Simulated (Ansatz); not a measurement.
CO2, singlet: CASSCF and its corrections

Computed with Ansatz's Gaussian-basis code (development build). Basis cc-pVDZ, nonrelativistic, 3 orbitals frozen in the corrections. State-specific CASSCF; RHF is the lowest restricted (open-shell) Hartree–Fock solution met. No symmetry is imposed, so a solution can break that of the shape. No proof that the lowest CASSCF solution was found.

Geometry:

```xyz
3

O     0.0000    0.0000   -1.1593
C     0.0000    0.0000    0.0000
O     0.0000    0.0000    1.1593
```

(1) What do CASSCF and its corrections give against RHF in CAS(8,6), and what are the occupations?

## Answers

(1) CASSCF -2.223 eV, SC-NEVPT2 -12.801 eV; occupations 1.98, 1.98, 1.96, 1.96, 0.06, 0.06.
